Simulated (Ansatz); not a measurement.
**H2S, singlet: CASSCF and its corrections**

Calculated in Ansatz's Gaussian-basis code. Basis cc-pV(T+d)Z on S, cc-pVTZ on H, nonrelativistic, 5 orbitals frozen in the corrections. State-specific CASSCF; RHF is the lowest restricted (open-shell) Hartree–Fock solution met. No symmetry is imposed, so a solution can break that of the shape. The lowest solution met needn't be the lowest there is, nor hold the orbitals that a chemist would pick.

Geometry. A bond is stretched, to 1.77 times the sum of the covalent radii.

```xyz
3

S     0.0000    0.0000    0.1021
H     0.0000    1.7537   -1.5525
H     0.0000   -0.9743   -0.8171
```

(1) What do CASSCF and its corrections give against RHF in CAS(8,6), and what are the occupations?

## Answers

(1) CASSCF -2.415 eV, SC-NEVPT2 -6.066 eV; occupations 2.00, 2.00, 1.98, 1.65, 0.35, 0.03.
